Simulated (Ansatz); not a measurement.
Trigonal Te, treated with r²SCAN0 (plane waves, PAW; Ansatz, a first-principles code).

Run with plane-wave cutoff 520 eV, 9×9×4 k mesh (along the axes of the cell as run), Fermi–Dirac smearing 0.01 eV, scalar-relativistic PAW data made under PBE.

Computed at the level's own relaxed cell.

Q: Estimate the lattice constant a, lattice parameter c, band gap and direct gap at Γ that the calculation returns.

A: 
lattice constant a: 4.814 Å
lattice parameter c: 5.740 Å
band gap: 1.97 eV (on the SCF k mesh)
direct gap at Γ: 3.46 eV

Measured, for comparison: band gap 0.33 eV (temperature not stated, not corrected to a static lattice, compiled measured gap; kind and temperature not stated; as tabulated in Kothakonda et al. (2022), arXiv:2208.02841); lattice constant a 4.456 Å, lattice parameter c 5.928 Å (293 K, not corrected to a static lattice; as tabulated in Wikipedia's data pages). Computed (rounded) less measured: lattice constant a +8.0 %, lattice parameter c -3.2 %.

Note: the cell comes from a level without a dispersion term, which matters for the spacing of layers, chains or molecules.

Spin–orbit coupling is not included; with these elements it can move the gap by several tenths of an eV or more.

It cost about 5 core-hours (a rough figure) of CPU time.
